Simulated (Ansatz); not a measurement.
## Ansatz (development build ahead of 0.2.0) run

```yaml
crystal:
  periodic: [false, false, false]
  atoms:
    - { symbol: "N", position_ang: [0.04024, -0.02141, -0.5954] }
    - { symbol: "N", position_ang: [0.03525, 0.00485, 0.65097] }
    - { symbol: H, position_ang: [-0.02119, 0.98401, -0.87039] }
    - { symbol: H, position_ang: [0.03636, -0.96288, 0.90418] }
basis:
  gaussian: { orbitals: aug-cc-pVDZ }
hamiltonian:
  xc: hf
correlation:
  method: mp2
  frozen_orbitals: { H: 0, "N": 1 }
```

The input is written out in the form of the current development build from the run's settings.

Results

```json
{"Converged": "yes", "Reference energy": "-110.01691 hartree", "Correlation energy": "-0.34608 hartree", "Total energy": "-110.36299 hartree", "Spin squared of the determinant": "0.000"}
```
